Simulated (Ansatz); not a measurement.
Two shapes of singlet CH₂S.

Shape 1:

```xyz
4

C     0.0000    0.0000   -1.0216
S     0.0000    0.0000    0.5847
H     0.0000   -0.9297   -1.6128
H     0.0000    0.9297   -1.6128
```

Shape 2:

```xyz
4

C     0.0000    0.0000   -0.9399
S     0.0000    0.0000    0.5379
H     0.0000   -0.8553   -1.4837
H     0.0000    0.8553   -1.4837
```

Basis set: cc-pVDZ (spherical functions). Correlated methods keep 6 orbitals frozen. Charge 0, multiplicity 1.

Computed with Ansatz (development build ahead of 0.2.0); each method stands on the lowest determinant of its kind that the runs found.

Which shape is lower in energy, and by how much in each method?

| method | E(2) − E(1) (eV) |
| --- | --- |
| RHF | 0.718 |
| RHF-MP2 | 0.952 |

Shape 1 is lower. Caution: no unrestricted run beside it, a lower state can exist.
